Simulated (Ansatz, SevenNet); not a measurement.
For hcp Zn, the machine-learned potential SevenNet-l3i5 (trained on PBE and PBE+U data) gives:

- lattice constant a = 2.641 Å
- lattice parameter c = 5.125 Å
- elastic constant C11 = 122 GPa
- elastic constant C44 = 10.5 GPa
- Voigt–Reuss–Hill shear modulus = 16.9 GPa

**Question.** What does r²SCAN in Ansatz (plane waves, PAW) give for the same quantities?

**Answer.** 
- lattice constant a: 2.605 Å (drops by 1.4 %)
- lattice parameter c: 4.924 Å (decreases by 3.9 %)
- elastic constant C11: 222 GPa (goes up by 82 %)
- elastic constant C44: 43.6 GPa (increases by 320 %)
- Voigt–Reuss–Hill shear modulus: 52.7 GPa (goes up by 210 %)

For comparison: lattice constant a 2.665 Å (measured, 293 K, not corrected to a static lattice, our sources range from 2.660 to 2.665; as tabulated in Wikipedia's data pages); lattice parameter c 4.946 Å (measured, 293 K, not corrected to a static lattice; as tabulated in Wikipedia's data pages); elastic constant C11 177 GPa (measured, 0 K, extrapolated to 0 K; zero-point effects included; as tabulated in Galib et al. (2023), arXiv:2209.08184); elastic constant C44 45.9 GPa (measured, 0 K, extrapolated to 0 K; zero-point effects included; as tabulated in Galib et al. (2023), arXiv:2209.08184).

Changes are worked out from the printed values.

Unless a cell is named, each level is at its own relaxed cell (SevenNet-l3i5 15.48, r²SCAN 14.47 Å³/atom).

Ansatz's density-functional and Hartree–Fock values are scalar-relativistic unless marked +SOC, with PAW data made under PBE.

Ansatz is a first-principles code.
